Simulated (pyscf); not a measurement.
CH₄ + F–Al(F)–Cl → H₃C–Cl + F–AlH–F, a four-centre exchange (singlet surface; C–H, Al–Cl broken, C–Cl, Al–H formed). Optimised with ωB97X-D3(BJ)/def2-SVP in PySCF. Energies in kcal/mol from the separated reactants.

Small-basis levels: PySCF, no dispersion term, spherical d functions. AM1 to PM7: differences of heats of formation from MOPAC, which are fitted to 298 K values and so differ in kind from electronic energies by zero-point and thermal terms. Cost: rough CPU time at the saddle relative to B3LYP/6-31G*, from one job on a shared machine.

| level | barrier | reaction energy | cost |
|---|---|---|---|
| HF/3-21G | [?] | +56.6 | 0.05 |
| MP2/6-31G* | 98.3 | +54.6 | 0.1 |
| SVWN5/6-31G* | 72.2 | +50.6 | 1 |
| BP86/6-31G* | 79.1 | +50.2 | 1 |
| B3LYP/STO-3G | [?] | +66.4 | 0.5 |
| B3LYP/LANL2DZ | 78.4 | +45.6 | 0.6 |
| B3LYP/6-31G* | 84.5 | +51.5 | 1 |
| M06-2X/6-31G* | 87.0 | +53.3 | 2 |
| B3LYP/def2-SVP | 83.1 | +52.9 | 1 |
| AM1 | 88.4 | +34.8 | under 0.02 |
| PM6 | 111.0 | +71.6 | under 0.02 |
| PM7 | 68.9 | +59.1 | under 0.02 |
| ωB97M-D3(BJ)/def2-TZVP | [?] | +52.6 | – |

### Question
Fill in the missing entries.

### Answer

- HF/3-21G, barrier: 87.6
- B3LYP/STO-3G, barrier: 114.6
- ωB97M-D3(BJ)/def2-TZVP, barrier: 87.1

Against the last row the barrier runs from -18.2 (PM7) to +27.5 kcal/mol (B3LYP/STO-3G). ωB97M-D3(BJ)/def2-TZVP has limits of its own. On the reactant side the descent ends in a complex, 6.8 kcal/mol under the separated species and 93.5 kcal/mol under the saddle at ωB97X-D3(BJ)/def2-TZVP. On the product side the descent ends in an adduct with a Al–Cl contact (not fully relaxed), 16.3 kcal/mol under the separated species and 49.2 kcal/mol under the saddle at ωB97X-D3(BJ)/def2-TZVP. What is counted as broken (Al–Cl) persists as a longer contact in the product adduct; parting that adduct is a step of its own. The same reactants have a lower exit, to H₃C–Al(F)–F + HCl (barrier +39.1 kcal/mol at ωB97M-D3(BJ)/def2-TZVP, against +87.1 kcal/mol here). This is the saddle that the search found; another between the same sides may lie lower.
